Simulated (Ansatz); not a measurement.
Reaction (isomerisation): `C=CC(C)(C)C` → `C/C=C\CCC`

Gas-phase electronic energies from Ansatz, PBE0-D4/def2-TZVP geometries. CBS: MP2 limit from def2 TZ/QZ plus the TZ coupled-cluster correction, frozen cores. Functionals use def2-TZVPP. Each species was taken in one conformer, which may not be the lowest.

Task: Is it downhill or uphill in electronic energy at CCSD(T)/CBS, and by how much? (An estimate is asked.)

Result: The calculation gave: Uphill: ΔE = +0.08 eV.

Task: What do these levels give: BLYP-D4, BHLYP-D4, CAM-B3LYP-D4, PBE-QIDH, revPBE, r2SCAN, HF/def2-SVP, MP2/def2-SVP, CCSD(T)/def2-SVP, CCSD/def2-TZVPP, CCSD(T)/def2-TZVPP, SCS-MP2/def2-QZVPP? (Best estimate.)

Result: Computed: BLYP-D4 -0.01, BHLYP-D4 0.00, CAM-B3LYP-D4 0.00, PBE-QIDH 0.03, revPBE -0.11, r2SCAN 0.02, HF/def2-SVP -0.07, MP2/def2-SVP 0.10, CCSD(T)/def2-SVP 0.08, CCSD/def2-TZVPP 0.07, CCSD(T)/def2-TZVPP 0.09, SCS-MP2/def2-QZVPP 0.08 eV.

Largest T1 diagnostic among the species: 0.009.

In def2-TZVPP, CCSD(T) changes the Hartree–Fock value by +0.14 eV (the triples alone add +0.02 eV) and MP2 by +0.17 eV. Leaving LDA and LC-ωPBE aside and taking each functional with its dispersion term where it has one, the values, not all of them listed here, spread over 0.08 eV, from PBE-D4 to ωB97M-V. LDA lies +0.09 eV from PBE without D4.
